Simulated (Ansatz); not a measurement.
We consider fcc Sr, described by revPBE (plane waves, PAW; Ansatz, a program for electronic structure).

Numerical settings: plane-wave cutoff 520 eV, 16×16×16 k mesh, Fermi–Dirac smearing 0.05 eV, scalar-relativistic PAW data made under PBE.

Equation-of-state points:

```csv
V (Å³/atom),E − E_lowest (meV/atom),P (GPa)
54.023,7.66,0.740
55.173,3.32,0.473
56.322,0.82,0.228
57.471,0.00,0.003
58.621,0.73,-0.205
59.770,2.90,-0.396
60.920,6.39,-0.573
```

### Question
Estimate the bulk modulus from the pressures at 56.322 and 58.621 Å³/atom, and compare it with a fit to all energies.

### Answer
B = −V dP/dV. Between V = 56.322 and 58.621 Å³/atom, dP/dV = (-0.205 − (0.228))/(58.621 − 56.322) = -0.188 GPa per Å³/atom; at the midpoint 57.472 Å³/atom this gives B ≈ 10.8 GPa. The third-order Birch–Murnaghan fit gives V0 = 57.487 Å³/atom, B0 = 10.8 GPa, B′ = 3.1, which lies within 1 % of that estimate.

Measured, for comparison: bulk modulus 12.5 GPa (corrected for temperature and zero-point phonon effects, our sources range from 12.0 to 12.5; as tabulated in Levämäki et al. (2014), arXiv:1402.3671); equilibrium volume per atom 55.22 Å³/atom (low-temperature or extrapolated to 0 K; zero-point anharmonic expansion removed; as tabulated in Csonka et al. (2009), arXiv:0903.4037). Computed (rounded) less measured: bulk modulus -14 % (-10 % to -14 % over the range), equilibrium volume per atom +4.1 %.
